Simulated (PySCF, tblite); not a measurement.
Isomers of C5H10N (doublet state). Level: GFN2-xTB in tblite, geometry and Hessian alike; calculated harmonic values, unscaled, isolated species. The method is semi-empirical: single wavenumbers can be off by several per cent or more. One conformer each. Open shells enter through the occupations alone, without spin polarisation, and single modes of such species can be off by tens of per cent.

Electronic energies: B3LYP/pcH-1 single points on the GFN2-xTB geometries (PySCF, gas phase).

```tsv
SMILES	electronic energy, lowest = 0 (kcal/mol)
[CH2]N(C=C)CC	13.7
CC[C@@H]1[CH]CN1	30.2
[H]/N=C\[CH]CCC	0.0
```

Q: How do GFN2-xTB zero-point energies change the relative energies?

A: 
| SMILES | ZPE (kcal/mol) | of it from modes above 1550 cm⁻¹ | electronic (kcal/mol) | with ZPE, lowest = 0 (kcal/mol) | lowest mode (cm⁻¹) | rings |
| --- | --- | --- | --- | --- | --- | --- |
| [H]/N=C\[CH]CCC | 86.7 | 43.4 | 0.0 | 0.0 | 38 | 0 |
| [CH2]N(C=C)CC | 85.8 | 46.4 | 13.7 | 12.7 | 91 | 0 |
| CC[C@@H]1[CH]CN1 | 87.1 | 43.1 | 30.2 | 30.6 | 81 | 1 |

The zero-point energies span 1.3 kcal/mol, from `[CH2]N(C=C)CC` to `CC[C@@H]1[CH]CN1`. The order is unchanged.

Q: And how do the electronic energies of GFN2-xTB itself compare?

A: `[H]/N=C\[CH]CCC` 0.0; `[CH2]N(C=C)CC` 0.2; `CC[C@@H]1[CH]CN1` 12.8 kcal/mol, lowest = 0. Against the energies above, taken from the same isomer `[H]/N=C\[CH]CCC`, the largest difference is 17.4 kcal/mol.

Q: What do entropy and thermal enthalpy add at 298.15 K and 1 bar (rigid rotor, harmonic oscillator, one conformer each)?

A: 
```tsv
SMILES	point group	symmetry number	S (cal/(mol K))	H − H(0) (kcal/mol)	ZPE + H − H(0) − TS (kcal/mol)
[H]/N=C\[CH]CCC	C1	1	88.2	5.48	65.9
[CH2]N(C=C)CC	C1	1	85.6	5.57	65.8
CC[C@@H]1[CH]CN1	C1	1	81.9	4.89	67.6
```

S holds R ln(2S + 1) for the spin.
